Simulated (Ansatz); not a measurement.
A made-up structure of SiNH2S, doublet:

| atom | x (Å) | y (Å) | z (Å) |
| --- | --- | --- | --- |
| N1 | 0.4142 | 0.0593 | 0.1147 |
| Si2 | -1.2696 | -0.0271 | 0.0759 |
| S3 | 1.2644 | 0.6171 | 1.5513 |
| H4 | -1.8115 | -0.4943 | -1.1507 |
| H5 | 0.9185 | -0.2241 | -0.7254 |

It is relaxed with PBE-D4/def2-SVP and then PBE0-D4/def2-TZVP (Ansatz 0.2.0). Atoms count as bonded within 1.22 times the sum of their covalent radii (H–H: 0.88 Å). The end point is not checked to be a true minimum.

(1) Does its bonding change? (Judge from chemistry; the calculation decides.)

## Answers

(1) By the calculation: No: no bond forms or breaks.

Where it ends: The first stage lowers the energy by 0.80 eV in 8 steps. It ends as SiNH₂S ([SiH][NH][S]):
N1  (0.334, 0.068, 0.135)
Si2  (-1.413, -0.004, 0.243)
S3  (1.287, 0.554, 1.396)
H4  (-1.534, -0.502, -1.204)
H5  (0.842, -0.185, -0.705)
(Å)

Labels in which every atom is bracketed show which atoms are joined, not bond orders.

For scale, one of the runs: PBE0-D4/def2-TZVP relaxation, 117 basis functions, launched by `ansatz run in.yaml --threads 2 --pin off --events-out ev --progress --plain --max-ram 4352MiB`. The run took about 55 s on 2 CPU threads of an Intel Xeon Platinum 8259CL (shared host).
